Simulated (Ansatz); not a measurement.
We consider rock-salt ZrC, described by PBEsol (Ansatz, a program for electronic structure, plane waves, PAW).

Numerical settings: plane-wave cutoff 520 eV, 16×16×16 k mesh, Fermi–Dirac smearing 0.1 eV, perturbation theory, force constants from a 4×4×4 q mesh, scalar-relativistic PAW data made under PBE.

Quasi-harmonic results against temperature at zero pressure (zero-point motion included, B isothermal):

```csv
T (K),a (Å),linear α (10⁻⁶/K),B (GPa),C_P (J/K per mol of atoms),Grüneisen γ
100,4.6780,2.00,231.5,6.45,1.67
300,4.6819,5.74,227.6,19.10,1.60
400,4.6848,6.47,225.2,21.53,1.59
500,4.6880,6.92,222.6,22.93,1.59
700,4.6947,7.48,217.3,24.44,1.59
800,4.6983,7.69,214.5,24.91,1.60
900,4.7020,7.88,211.7,25.30,1.60
```

The crystal is taken as a harmonic solid at every temperature: melting, phase changes and anharmonicity beyond the change of volume are not seen, nor the electrons' share in a metal.
